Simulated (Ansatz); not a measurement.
# SiH₃F (singlet): PBE, r2SCAN, PBE0, B3LYP, wB97M-V, B2PLYP over vertical spin and charge gaps, cc-pVDZ

How well do these functionals follow the top wave-function level for SiH₃F (singlet) over vertical spin and charge gaps?

Program: Ansatz 0.2.0, Gaussian basis. Level of theory: cc-pVDZ, all electrons in the functionals, frozen cores in the correlation of double hybrids and RPA. These are calculated values, not measurements.

The runs, in order: PBE, r2SCAN, PBE0, B3LYP, wB97M-V, B2PLYP, at charge 0, singlet; charge 0, triplet; charge 1, doublet.

13 further runs of the same task are left out: 7 for a known fault of the program, 2 that didn't finish, 4 set aside as unsound or not needed.

**1. What is computed**

The geometry is a PBE0/def2-TZVP stationary point (not a proven minimum).

5 atoms, charge 0, spin multiplicity 1.

Atoms are counted from 1 here; the program's logs count them from 0.

Bond lengths: Si1–F2 1.600 Å, Si1–H3 1.482 Å, Si1–H4 1.482 Å, Si1–H5 1.482 Å. Angles: F2–Si1–H3 108.3°, F2–Si1–H4 108.3°, F2–Si1–H5 108.3°, H3–Si1–H4 110.6°, H3–Si1–H5 110.6°, H4–Si1–H5 110.6°.

As a file:

```xyz
5
charge 0, multiplicity 1
Si   -0.5785   -0.0044    0.0028
F     1.0213    0.0077   -0.0050
H    -1.0549    1.3986    0.0062
H    -1.0330   -0.7121    1.2227
H    -1.0449   -0.7103   -1.2136
```

No dispersion term is added; wB97M-V holds VV10 nonlocal correlation. B3LYP takes the VWN-RPA correlation.

The geometry shown and the zero of energy belong to the point charge 0, singlet. The yardstick, UCCSDT(Q), and other wave-function levels (R restricted, U unrestricted, valence and pair active spaces) come from earlier runs.

**2. PBE, charge 0, singlet**

Contents of in.yaml:

```yaml
crystal:
  periodic: [false, false, false]
  atoms:
    - {symbol: Si, position_ang: [-0.578455, -0.004376, 0.002820]}
    - {symbol: F, position_ang: [1.021345, 0.007727, -0.004979]}
    - {symbol: H, position_ang: [-1.054923, 1.398642, 0.006171]}
    - {symbol: H, position_ang: [-1.033025, -0.712062, 1.222673]}
    - {symbol: H, position_ang: [-1.044915, -0.710281, -1.213571]}
basis:
  gaussian: {orbitals: cc-pVDZ}
hamiltonian: {xc: {name: PBE}}
output: {orbitals: {seedname: orbitals}}
```

Launch:

```console
$ ansatz run in.yaml --threads 1 --pin off --events-out ev --progress --plain --max-ram 4096MiB --backend cpu
```

Further steps of the session: PBE, charge 0, triplet; PBE, charge 1, doublet; r2SCAN, charge 0, singlet; r2SCAN, charge 0, triplet; r2SCAN, charge 1, doublet; PBE0, charge 0, singlet; PBE0, charge 0, triplet; PBE0, charge 1, doublet; B3LYP, charge 0, singlet; B3LYP, charge 0, triplet; B3LYP, charge 1, doublet; wB97M-V, charge 0, singlet; wB97M-V, charge 0, triplet; wB97M-V, charge 1, doublet; B2PLYP, charge 0, singlet; B2PLYP, charge 0, triplet; B2PLYP, charge 1, doublet.

Before running them: what should the planned runs give, taken together? Wanted: singlet to triplet, UCCSDT(Q); ionisation to the doublet cation, UCCSDT(Q); largest miss, PBE; largest miss, r2SCAN; largest miss, PBE0; largest miss, B3LYP; largest miss, wB97M-V; largest miss, B2PLYP; largest miss, RCCSD(T).

The runs gave:

```
                                   quantity                                value
              singlet to triplet, UCCSDT(Q)                       193.0 kcal/mol
ionisation to the doublet cation, UCCSDT(Q)                       289.8 kcal/mol
                          largest miss, PBE  -25.7 kcal/mol (singlet to triplet)
                       largest miss, r2SCAN  -18.5 kcal/mol (singlet to triplet)
                         largest miss, PBE0  -14.4 kcal/mol (singlet to triplet)
                        largest miss, B3LYP  -12.9 kcal/mol (singlet to triplet)
                      largest miss, wB97M-V   -5.0 kcal/mol (singlet to triplet)
                       largest miss, B2PLYP   -5.7 kcal/mol (singlet to triplet)
                     largest miss, RCCSD(T)   +0.6 kcal/mol (singlet to triplet)
                     largest miss, UCCSD(T)   +0.7 kcal/mol (singlet to triplet)
```

In words: Of the functionals, wB97M-V keep the smallest largest miss at the points compared (at most 5.0 kcal/mol) and PBE strays most (25.7 kcal/mol, at singlet to triplet). Functionals and the yardstick converge differently with the basis, so part of each miss in cc-pVDZ is the basis.
